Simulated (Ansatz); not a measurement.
**Ligand exchange: C4H9Cl + BH(CH3)(SH) → C4H10S + BH(CH3)Cl**

Gas-phase species: C4H9Cl (2-chloro-2-methylpropane) `CC(C)(C)Cl`, singlet; BH(CH3)(SH), singlet; C4H10S (2-methyl-2-propanethiol) `CC(C)(C)S`, singlet; BH(CH3)Cl, singlet. The partners trade Cl for SH: C–Cl and B–SH bonds give way to C–SH and B–Cl.

Shapes, held fixed at every level: PBE0-D4/def2-TZVP. Flexible molecules stand in one conformer, not always the lowest. Programs: Ansatz 0.2.0. The zero-point and thermal change to 298 K, harmonic and unscaled (PBE0-D4/def2-TZVP), is -1.2 kJ/mol.

| level | kind | ΔH(298 K) (kJ/mol) | less CCSD(T)/CBS estimate |
| --- | --- | --- | --- |
| HF/def2-SVP | Hartree–Fock | -8.1 | -3.0 |
| SPW92/def2-TZVPP | LDA | +0.7 | +5.8 |
| PBE-D4/def2-TZVPP | GGA | -0.3 | +4.8 |
| B3LYP-D4/def2-TZVPP | global hybrid | -2.8 | +2.3 |
| MP2/def2-TZVPP | perturbation theory | -8.3 | -3.2 |
| CCSD/def2-SVP | coupled cluster or CI | -8.0 | -2.9 |
| CCSD/def2-TZVPP | coupled cluster or CI | -6.1 | -1.0 |
| CCSD(T)/CBS estimate | coupled cluster or CI | -5.1 | 0.0 |

The highest level, CCSD(T)/CBS estimate, gives ΔH(298 K) = -5.1 kJ/mol; the levels span -8.3 to +0.7. They disagree on the sign: 1 of 8 are positive. The column of differences is taken from that level and isn't an error. No measured value is set beside it here. The CBS estimate extrapolates MP2 from def2-TZVPP and def2-QZVPP and adds CCSD(T) − MP2 in the triple-zeta set, cores frozen.
